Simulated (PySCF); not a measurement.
# Computed spin Hamiltonian

Species: H₆NSi₂ (doublet state).
Structure used (GFN2-xTB), in Å, numbered top down from 1:
```xyz
9
H6NSi2 angstrom
N     -1.7732    0.3057    0.0401
Si    -0.4953   -0.8618    0.1858
Si     1.5195    0.1270   -0.2134
H     -2.6983    0.0907    0.3734
H     -1.8321    0.8764   -0.7875
H     -0.8246   -1.4462    1.4985
H      2.5382   -0.9082   -0.0005
H      2.0112    1.3111    0.5106
H      1.5682    0.5112   -1.6322
```

The hyperfine couplings belong to this conformer and change with its torsions.

The species is `N[SiH][SiH3]` [radical].

Level of theory: PySCF, UKS B3LYP, pcH-1 on H N Si, non-relativistic, mean-field spin-orbit, GIAO. Geometry: GFN2-xTB, one conformer, isolated molecule. A GFN2-xTB geometry isn't a minimum of the functional, and hyperfine couplings can be far from their values at a DFT geometry, by a factor of two or more for some ions and for spin on atoms past the first row. The SCF solution wasn't tested for stability.

```
g1, g2, g3                      : 2.00193, 2.00258, 2.00458
g_iso                           : 2.00303
Form of g                       : rhombic: the two nearest values differ by 25 % of g3 − g1
⟨S²⟩                            : 0.7526 (exact 0.7500)
α and β electrons               : 21, 20
HOMO–LUMO gap, α and β orbitals : 4.60, 5.43 eV
Basis functions                 : 155
```

Hyperfine couplings atom by atom, in MHz; T1 to T3 are the principal values of the dipolar part:

| atom | isotope | a_iso | of which spin–orbit | T1 | T2 | T3 | Mulliken spin population |
| --- | --- | --- | --- | --- | --- | --- | --- |
| N1 | 14N | 7.1 | 0.0 | -10.2 | -9.9 | 20.1 | 0.16 |
| Si2 | 29Si | -394.2 | 0.8 | -134.5 | 66.1 | 68.5 | 0.73 |
| Si3 | 29Si | -109.6 | 0.1 | -18.8 | 7.0 | 11.8 | 0.07 |
| H4 | 1H | -12.6 | 0.0 | -12.0 | -3.3 | 15.3 | -0.01 |
| H5 | 1H | -9.1 | 0.0 | -11.5 | -3.8 | 15.3 | -0.01 |
| H6 | 1H | 51.3 | 0.0 | -7.3 | 0.5 | 6.9 | 0.02 |
| H7 | 1H | -6.0 | 0.0 | -2.8 | -1.2 | 4.1 | 0.00 |
| H8 | 1H | 77.1 | 0.0 | -2.5 | -0.4 | 2.9 | 0.04 |
| H9 | 1H | -4.3 | 0.0 | -2.7 | -1.2 | 4.0 | -0.01 |

The largest Mulliken spin populations are on Si2 (+0.73), N1 (+0.16) and Si3 (+0.07). The angles at Si2 add up to 332.0°, so it is pyramidal.

Axes: g2 points within 8° of the Si2–Si3 bond.

Under fast tumbling the dipolar parts average out, and these isotropic splittings remain: 1 × 1H (H6, I = 1/2, 2 lines) with 1.83 mT, 3 × 1H (H7/H8/H9, I = 1/2, 4 lines) with 0.79 mT, 2 × 1H (H4/H5, I = 1/2, 3 lines) with 0.39 mT and 1 × 14N (N1, I = 1, 3 lines) with 0.25 mT.

Means are taken over nuclei equivalent by connectivity, which assumes that they swap fast. The three 1H nuclei of mean +22.3 MHz run from -6.0 to 77.1 MHz in the frozen geometry.

The 29Si coupling of Si2 (-394.2 MHz) shows only in satellite lines or after enrichment, since that isotope makes up about 4.7 % of natural silicon.
